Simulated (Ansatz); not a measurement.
Reaction (formal loss of a carbene): `CC(Cl)Cl` → `Cl[C]Cl` + CH₄

Program: Ansatz. Geometries: PBE0-D4/def2-TZVP. ΔE: electronic, gas phase. CCSD(T)/CBS adds triple-zeta CCSD(T) − MP2 to the extrapolated MP2 energy (def2 sets, frozen cores). This one scheme is used for every species. DFT in def2-TZVPP. B3LYP here is the variant with VWN-RPA as its local correlation; programs differ in this. HSE06 is defined as in plane-wave codes.

Question: Is it downhill or uphill in electronic energy at CCSD(T)/CBS, and by how much? (Estimate.)

Answer: Ansatz gave: Uphill: ΔE = +307.2 kJ/mol.

Question: What do these levels give: revPBE-D4, PBE0-D4, r2SCAN0-D4, HSE06-D4, PBE-QIDH, revPBE, B3LYP, r2SCAN0, CCSD(T)/def2-SVP, MP2/def2-QZVPP, MP2/CBS(def2), CCSD/CBS(def2)? (Estimate.)

Answer: Ansatz gave: revPBE-D4 286.5, PBE0-D4 318.7, r2SCAN0-D4 320.9, HSE06-D4 317.8, PBE-QIDH 330.9, revPBE 261.8, B3LYP 281.0, r2SCAN0 318.6, CCSD(T)/def2-SVP 313.3, MP2/def2-QZVPP 333.7, MP2/CBS(def2) 336.1, CCSD/CBS(def2) 311.7 kJ/mol.

Largest T1 diagnostic among the species: 0.020, so the coupled-cluster value is less sure than usual.

From r2SCAN to r2SCAN0 (25 % exact exchange), in def2-TZVPP and without D4, ΔE moves by +18.5 kJ/mol. Leaving LDA and LC-ωPBE aside and taking each functional with its dispersion term where it has one, the values, not all of them listed here, spread over 60.5 kJ/mol, from BLYP-D4 to PBE-QIDH. LDA lies +57.6 kJ/mol from PBE without D4.
